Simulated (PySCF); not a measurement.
PySCF input (HF/def2-TZVPD):

```python
from pyscf import gto, scf, dft

mol = gto.M(
    atom='''
    N    -0.00213402    0.04214599    0.37919140
    C    -0.00747060    1.44661146   -0.18378675
    C     1.17873129   -0.64720590   -0.07181221
    C    -1.17037410   -0.66082446   -0.08351890
    H     0.86175233    1.94458640    0.29284521
    H    -0.88711575    1.93444762    0.28412978
    H     1.27604701   -0.62910707   -1.18225025
    H     1.17565772   -1.69085337    0.27324375
    H     2.07028400   -0.15669671    0.33315067
    H    -1.25682128   -0.64379097   -1.19487271
    H    -2.07154558   -0.18070831    0.31251001
    H    -1.15863979   -1.70438609    0.26161086
    ''',
    basis='def2-tzvpd',
    charge=-1,
    spin=0,
    verbose=4,
)

mf = scf.RHF(mol).density_fit(auxbasis='def2-universal-jkfit')
mf.conv_tol = 1e-9
mf.max_cycle = 100
mf.max_memory = 1500
mf.kernel()
if not mf.converged:
    mf = mf.newton()
    mf.kernel(mf.make_rdm1())
mf.analyze()
```

End of the output:

```
Extra cycle  E= -172.644209938346  delta_E= -9.66e-12  |g|= 2.03e-06  |ddm|= 0.000166
converged SCF energy = -172.644209938346
**** SCF Summaries ****
Total Energy =                        -172.644209938345710
Nuclear Repulsion Energy =             129.807410447479384
One-electron Energy =                 -496.490463733739261
Two-electron Energy =                  194.038843347914167
Two-electron Coulomb Energy =          219.191030739267319
DFT Exchange-Correlation Energy =      -25.152187391353152
HOMO-LUMO gap [eV] =                     6.272828409557417
**** MO energy ****
MO #1   energy= -15.3437086264493  occ= 2
MO #2   energy= -11.0621482314297  occ= 2
MO #3   energy= -11.0621328115496  occ= 2
MO #4   energy= -10.9661292381898  occ= 2
MO #5   energy= -1.01403560738331  occ= 2
MO #6   energy= -0.76360122136677  occ= 2
MO #7   energy= -0.699171713223869 occ= 2
MO #8   energy= -0.576470880569332 occ= 2
MO #9   energy= -0.439178464359474 occ= 2
MO #10  energy= -0.420925472960999 occ= 2
MO #11  energy= -0.420899212578613 occ= 2
MO #12  energy= -0.357988699158404 occ= 2
MO #13  energy= -0.32382291639497  occ= 2
MO #14  energy= -0.274566174186407 occ= 2
MO #15  energy= -0.257437222005177 occ= 2
MO #16  energy= -0.197034212492987 occ= 2
MO #17  energy= -0.0271298268491549 occ= 2
MO #18  energy= 0.203392367240737  occ= 0
MO #19  energy= 0.216622020709162  occ= 0
MO #20  energy= 0.244473830927687  occ= 0
MO #21  energy= 0.276214040886563  occ= 0
MO #22  energy= 0.287954679208679  occ= 0
MO #23  energy= 0.291342994140313  occ= 0
MO #24  energy= 0.309235691526341  occ= 0
MO #25  energy= 0.318945500016555  occ= 0
MO #26  energy= 0.342184676630255  occ= 0
MO #27  energy= 0.343538628650214  occ= 0
MO #28  energy= 0.354355373565202  occ= 0
MO #29  energy= 0.363293446777906  occ= 0
MO #30  energy= 0.37884438853684   occ= 0
MO #31  energy= 0.385351914950091  occ= 0
MO #32  energy= 0.403341249831024  occ= 0
MO #33  energy= 0.411162368315719  occ= 0
MO #34  energy= 0.417502960382042  occ= 0
MO #35  energy= 0.435312678150968  occ= 0
MO #36  energy= 0.456252375500058  occ= 0
MO #37  energy= 0.471240290254558  occ= 0
MO #38  energy= 0.476529835165543  occ= 0
MO #39  energy= 0.483121158219565  occ= 0
MO #40  energy= 0.499716049698829  occ= 0
MO #41  energy= 0.512554356248886  occ= 0
MO #42  energy= 0.522026603392777  occ= 0
MO #43  energy= 0.522817885407008  occ= 0
MO #44  energy= 0.539477402723424  occ= 0
MO #45  energy= 0.542728936087644  occ= 0
MO #46  energy= 0.555496402322155  occ= 0
MO #47  energy= 0.558820395763548  occ= 0
MO #48  energy= 0.56897419620017   occ= 0
MO #49  energy= 0.573895916000209  occ= 0
MO #50  energy= 0.582558458138669  occ= 0
MO #51  energy= 0.595242160680438  occ= 0
MO #52  energy= 0.598986853147584  occ= 0
MO #53  energy= 0.602042559251059  occ= 0
MO #54  energy= 0.617643176637539  occ= 0
MO #55  energy= 0.623325113153067  occ= 0
MO #56  energy= 0.633112584393452  occ= 0
MO #57  energy= 0.643485868845937  occ= 0
MO #58  energy= 0.649098529091323  occ= 0
MO #59  energy= 0.649271681346416  occ= 0
MO #60  energy= 0.659454279273082  occ= 0
MO #61  energy= 0.664351702716408  occ= 0
MO #62  energy= 0.690954313268336  occ= 0
MO #63  energy= 0.694695903714529  occ= 0
MO #64  energy= 0.70743163354986   occ= 0
MO #65  energy= 0.708145165320677  occ= 0
MO #66  energy= 0.715832669146667  occ= 0
MO #67  energy= 0.727227230295546  occ= 0
MO #68  energy= 0.743860717480754  occ= 0
MO #69  energy= 0.747310158971038  occ= 0
MO #70  energy= 0.761417554003544  occ= 0
MO #71  energy= 0.762790852977412  occ= 0
MO #72  energy= 0.793757543794479  occ= 0
MO #73  energy= 0.796941648767968  occ= 0
MO #74  energy= 0.806643539725262  occ= 0
MO #75  energy= 0.80782346567556   occ= 0
MO #76  energy= 0.849992159128966  occ= 0
MO #77  energy= 0.88517999999648   occ= 0
MO #78  energy= 0.886137017795567  occ= 0
MO #79  energy= 0.917363520580439  occ= 0
MO #80  energy= 0.958899794891939  occ= 0
MO #81  energy= 0.976583680410239  occ= 0
MO #82  energy= 0.98600769578679   occ= 0
MO #83  energy= 1.01110933729116   occ= 0
MO #84  energy= 1.01757543597145   occ= 0
MO #85  energy= 1.04098700155212   occ= 0
MO #86  energy= 1.04728230586717   occ= 0
MO #87  energy= 1.05628700302013   occ= 0
MO #88  energy= 1.07684476362428   occ= 0
MO #89  energy= 1.08854294861268   occ= 0
MO #90  energy= 1.09105725409259   occ= 0
MO #91  energy= 1.0999755363347    occ= 0
MO #92  energy= 1.13527034313089   occ= 0
MO #93  energy= 1.1423216715519    occ= 0
MO #94  energy= 1.14969681841501   occ= 0
MO #95  energy= 1.18450098648542   occ= 0
MO #96  energy= 1.22064876221974   occ= 0
MO #97  energy= 1.235949933244     occ= 0
MO #98  energy= 1.25907812662509   occ= 0
MO #99  energy= 1.27300462876963   occ= 0
MO #100 energy= 1.31205304405582   occ= 0
MO #101 energy= 1.37928371325724   occ= 0
MO #102 energy= 1.41106513480942   occ= 0
MO #103 energy= 1.43208778803852   occ= 0
MO #104 energy= 1.43461623750254   occ= 0
MO #105 energy= 1.47193966306348   occ= 0
MO #106 energy= 1.52082241675753   occ= 0
MO #107 energy= 1.56192740763749   occ= 0
[...]
```

It need not be the lowest isomer of its formula. Whether it binds its extra electron was not tested at this geometry.
